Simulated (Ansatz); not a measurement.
A made-up structure of AlBNH4 (charge -1), singlet:

```csv
atom,x (Å),y (Å),z (Å)
B1,1.1912,-0.1975,0.8756
N2,-0.1719,0.0279,-0.1263
Al3,-1.2523,0.2075,-0.9206
H4,-1.1899,0.1171,-2.4366
H5,-2.6375,0.5177,-0.3769
H6,1.8898,0.6562,1.2006
H7,1.5086,-1.2192,1.2975
```

It is relaxed with PBE-D4/def2-SVPD and then PBE0-D4/def2-TZVPD (Ansatz 0.2.0). Atoms count as bonded within 1.22 times the sum of their covalent radii (H–H: 0.88 Å). The end point is not checked to be a true minimum.

(1) Does its bonding change? (Judge from chemistry; the calculation decides.)

## Answers

(1) Computed: No: no bond forms or breaks.

Where it ends: The first stage lowers the energy by 5.92 eV in 7 steps. It ends as AlBNH₄ ([BH2][N][AlH2]), total charge -1:
```tsv
atom	x (Å)	y (Å)	z (Å)
B1	1.1578	-0.1919	0.8510
N2	0.0770	-0.0128	0.0571
Al3	-1.2858	0.2131	-0.9450
H4	-1.2348	0.1196	-2.5603
H5	-2.7668	0.5436	-0.3813
H6	1.9016	0.7326	1.1937
H7	1.4890	-1.2946	1.2981
```

Labels in which every atom is bracketed show which atoms are joined, not bond orders.

For scale, one of the runs: PBE0-D4/def2-TZVPD relaxation, 153 basis functions, launched by `ansatz run in.yaml --threads 2 --pin off --events-out ev --progress --plain --max-ram 4352MiB`. The run took about 25 s on 2 CPU threads of an Intel Xeon Platinum 8259CL (shared host).
